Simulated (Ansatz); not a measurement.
# AlH6N: a nudged elastic band in two tries

Aim: a band of images between two relaxed ends for this system.

Method: RKS PBE-D4/6-31G*, in Ansatz 0.2.0.

### Step 1. The structure to begin with

Bond lengths: Al1–H2 1.618 Å, Al1–H3 1.618 Å, Al1–H4 1.618 Å, Al1–N5 2.096 Å, N5–H6 1.027 Å, N5–H7 1.027 Å, N5–H8 1.027 Å. Angles: H2–Al1–H3 117.5°, H2–Al1–H4 117.5°, H2–Al1–N5 99.2°, H3–Al1–H4 117.5°, H3–Al1–N5 99.2°, H4–Al1–N5 99.2°, Al1–N5–H6 111.3°, Al1–N5–H7 111.3°, Al1–N5–H8 111.3°, H6–N5–H7 107.6°, H6–N5–H8 107.6°, H7–N5–H8 107.6°.

Structure file:

```xyz
8

Al    0.0223   -0.0339    0.1634
H     0.0140    0.8112    1.5432
H     1.4013   -0.0703   -0.6825
H    -1.3649   -0.1278   -0.6643
N     0.0677   -1.9722    0.9593
H    -0.3275   -2.6553    0.3019
H     1.0287   -2.2664    1.1715
H    -0.4737   -2.0313    1.8302
```

### Step 2. First attempt

input.yaml

```yaml
crystal:
  periodic: [false, false, false]
  atoms:
    - { symbol: Al, position_ang: [0.02235, -0.03394, 0.163384] }
    - { symbol: H, position_ang: [0.014049, 0.81117, 1.543242] }
    - { symbol: H, position_ang: [1.401259, -0.070316, -0.682543] }
    - { symbol: H, position_ang: [-1.364879, -0.127763, -0.664274] }
    - { symbol: "N", position_ang: [0.067729, -1.972233, 0.959324] }
    - { symbol: H, position_ang: [-0.327473, -2.65529, 0.301887] }
    - { symbol: H, position_ang: [1.028661, -2.266438, 1.171483] }
    - { symbol: H, position_ang: [-0.473696, -2.031289, 1.830198] }
basis:
  gaussian: { orbitals: "6-31G*" }
hamiltonian:
  xc: pbe
  dispersion: d4
neb:
  order_check: false
  images: 7
  f_tol: 0.05
  max_iterations: 8
  final_atoms:
    - { symbol: Al, position: [0.15039384, -0.59217252, -0.83249804] }
    - { symbol: H, position: [-0.37061862, -0.38616702, 3.43793362] }
    - { symbol: H, position: [1.5322865, 0.15492286, -1.13549097] }
    - { symbol: H, position: [-1.25503187, -0.26782159, -1.52577113] }
    - { symbol: "N", position: [0.18034227, -1.9049625, 0.38854311] }
    - { symbol: H, position: [-0.62615576, -2.46760621, 0.65877893] }
    - { symbol: H, position: [1.01554902, -2.21691273, 0.88459082] }
    - { symbol: H, position: [-0.25876539, -0.66537928, 2.74661466] }
  initial_path: idpp
```

The run is started by

```
ansatz run input.yaml --threads 1 --pin off --max-ram 2048MiB --backend cpu --events-out ev --progress --plain --runs-dir out
```

Q: Predict the outcome of this session. Wanted: first try.

As calculated:

| quantity | value |
| --- | --- |
| first try | refused |
| cause | the second end is typed under the key for fractional positions, which a molecule without a cell can't use |

**Reading.** The fault in the first input was caught at the input check and cost nothing.
